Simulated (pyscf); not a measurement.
One addition on the doublet surface with elements of a group swapped. ωB97M-D3(BJ)/def2-TZVP, kJ/mol, from the separated reactants. Optimised with ωB97X-D3(BJ)/def2-SVP in PySCF.

```csv
step,barrier,reaction energy,imaginary mode (i cm⁻¹)
H₂C=CH–F + F–C•(F)–F -> F–CH•–CH₂–C(F)(F)–F,[?],[?],254
H₂C=CH–Cl + F–C•(F)–F -> F–C(F)(F)–CH₂–CH•–Cl,4.0,-161.1,219
```

Question: Fill in the missing entries.

Answer: 
- H₂C=CH–F + F–C•(F)–F -> F–CH•–CH₂–C(F)(F)–F, barrier: 7.5
- H₂C=CH–F + F–C•(F)–F -> F–CH•–CH₂–C(F)(F)–F, reaction energy: -147.5

Each row is the saddle that its search found.
